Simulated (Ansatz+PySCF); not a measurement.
Two shapes of singlet C2H2O2.

Shape 1:

```xyz
6

C     0.0000    0.0244   -0.7597
C     0.0000   -0.0244    0.7597
O     0.0000    1.0643   -1.3573
O     0.0000   -1.0643    1.3573
H     0.0000   -0.9801   -1.2524
H     0.0000    0.9801    1.2524
```

Shape 2:

```xyz
6

C    -0.0351   -0.0026   -0.7365
C    -0.0328   -0.0217    0.7973
O    -0.0158    1.0540   -1.3110
O     0.0160   -1.0932    1.3198
H    -0.0497   -0.9753   -1.2493
H    -0.0296    0.9972    1.2889
```

Basis set: def2-SVP (spherical functions). Frozen core: 4 orbitals. Charge 0, multiplicity 1.

Computed with Ansatz (development build ahead of 0.2.0); each method stands on the lowest determinant of its kind that the runs found.

(1) Which shape is lower in energy, and by how much in each method?

Answers

(1)

```csv
method,E(2) − E(1) (eV)
UHF,0.056
RHF-MP2,0.079
PBE0 (restricted),0.070
r²SCAN (unrestricted),0.071
ωB97X (unrestricted),0.064
```

Shape 1 is lower. Caution for UHF: the unrestricted determinant is spin contaminated; the determinant breaks the point group.
